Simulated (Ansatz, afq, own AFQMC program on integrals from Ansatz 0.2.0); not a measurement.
# H2O2, triplet: AFQMC among the cluster methods

```xyz
4

O    -1.0740   -0.0275    0.0000
H    -1.3233    0.8991    0.0000
H     0.0060   -0.0275    0.0000
O     1.1570   -0.0275    0.0000
```

Connectivity, by distances: OH ··· O, 1 bridging H.

Basis cc-pVTZ. Noble-gas cores (and the filled d shells of Ga–Kr and In–Xe) are frozen. Ansatz 0.2.0 and our own AFQMC program on the same integrals; the CISD trial comes from CCSD amplitudes, and released means the phaseless constraint is let go. Uncertainties: one standard error, sampling alone.

Determinant: UHF, the one that the program's search chose, which needn't be the lowest solution. The geometry is a point of a scan.

No full CI on the walks' own integrals is used here. The released AFQMC energy serves as the reference, which it does only where one determinant dominates, the energy is flat over the last release times and near the phaseless one (40 meV or 2 meV an electron, half that with transition metals). On small molecules, where full CI could be run and the noise was under 10 meV, such values lay within 10 meV of it in 19 cases of 20, a flattering rate, since the rule was set on those same cases; what remains of the bias isn't in the error bar.

Cautions: lower spins were not checked; the released value is read at 0.99 1/Eh with a noise of 11 meV, more than in the cases checked, later times being too noisy (meV from the phaseless value at times in 1/Eh: -17 ± 6 at 0.24, -31 ± 9 at 0.51, -30 ± 11 at 0.99, -42 ± 16 at 1.62, -30 ± 22 at 2.40).

The T1 diagnostic is 0.0232 and the weight of the determinant in the CISD state is 0.883. The ⟨S²⟩ of the determinant is 2.043 and the size of the correlated space is 14 electrons in 86 orbitals.

Reference: AFQMC with the constraint released, correlation energy -12.727 ± 0.011 eV.

| level | E − E(reference) (mEh) | share of correlation (%) |
| --- | --- | --- |
| HF | 467.73 ± 0.40 | 0.00 |
| MP2 | 39.38 ± 0.40 | 91.58 |
| CCSD | 15.78 ± 0.40 | 96.63 |
| CCSD(T) | 1.38 ± 0.40 | 99.70 |
| ph-AFQMC/CISD | 1.11 ± 0.46 | 99.76 |

A walk keeps the symmetry of its determinant, which the program's search chose and which needn't be the lowest solution, so a lower state of the same spin and another symmetry isn't excluded. Released energies are given only where the last usable release times agree within the noise; a slower fall can still hide under it.
